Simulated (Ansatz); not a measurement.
Computed with Ansatz on PBE0-D4/def2-TZVP structures; ΔE is electronic, products minus reactants. CBS: MP2 limit from def2 TZ/QZ plus the TZ coupled-cluster correction, frozen cores. This one scheme is used for every species. DFT in def2-TZVPP. B3LYP here is the variant with VWN-RPA as its local correlation; programs differ in this. HSE06 is defined as in plane-wave codes.

`N[SiH]` + silanol → `[SiH]O[SiH3]` + NH₃  (ligand exchange at the Si–N bond)

Task: Is it downhill or uphill in electronic energy at CCSD(T)/CBS, and by how much? (Estimate.)

Result: Ansatz gave: Downhill: ΔE = -23.6 kJ/mol.

Task: What do these levels give: revPBE-D4, r2SCAN-D4, B3LYP-D4, r2SCANh-D4, HSE06-D4, B2PLYP, PBE-QIDH, PBE0, CCSD/def2-SVP, CCSD(T)/def2-SVP, SCS-MP2/def2-QZVPP, MP2/CBS(def2)? (Estimate.)

Result: The calculation gave: revPBE-D4 -16.8, r2SCAN-D4 -17.3, B3LYP-D4 -25.1, r2SCANh-D4 -18.0, HSE06-D4 -17.5, B2PLYP -22.3, PBE-QIDH -19.2, PBE0 -15.2, CCSD/def2-SVP -18.5, CCSD(T)/def2-SVP -17.2, SCS-MP2/def2-QZVPP -24.9, MP2/CBS(def2) -22.3 kJ/mol.

Task: What do rigid-rotor, harmonic-oscillator terms from PBE0-D4/def2-TZVP frequencies (298.15 K, 1 bar) make of the CCSD(T)/CBS value? (Estimate.)

Result: The calculation gave: ΔZPE = -3.0 kJ/mol, ΔH = -23.8 kJ/mol, ΔS = -4 J/(mol·K), ΔG = -22.5 kJ/mol.

Largest T1 diagnostic among the species: 0.015.

Leaving LDA and LC-ωPBE aside and taking each functional with its dispersion term where it has one, the values, not all of them listed here, spread over 13.2 kJ/mol, from BHLYP-D4 to PBE-D4. LDA lies +3.5 kJ/mol from PBE without D4. The D4 term adds −4.3 kJ/mol with B3LYP and −2.5 kJ/mol with PBE0; it sums over pairs of atoms, weighted by their polarisabilities, and B3LYP, whose exchange is more repulsive, gets the larger term.
